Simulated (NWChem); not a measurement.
Ionisation of CH3O

```xyz
5

C      0.0733     0.5594     0.0459
O     -0.1151    -0.7753    -0.0895
H      0.6373     0.6891     1.0038
H      0.7096     1.0174    -0.7426
H     -0.8660     1.1399     0.1789
```
Charge 0, spin multiplicity 2.

The numbers come from NWChem runs, not from measurements. All single points use one geometry, from UB3LYP/def2-SVP, a minimum by its harmonic frequencies.

Basis set: def2-TZVPD. −ε marks an orbital energy of the parent.

B3LYP has NWChem's definition, with VWN1-RPA local correlation. The structure started from a generated list of species. The stability of the SCF solutions was not checked.

Q: Order these methods by the first vertical ionisation energy they give, lowest first: G0W0@PBE, evGW@PBE, −ε(beta HOMO) of B3LYP, G0W0@PBE0.

A: −ε(beta HOMO) of B3LYP (7.57 eV), G0W0@PBE (9.77 eV), G0W0@PBE0 (10.45 eV), evGW@PBE (10.87 eV)
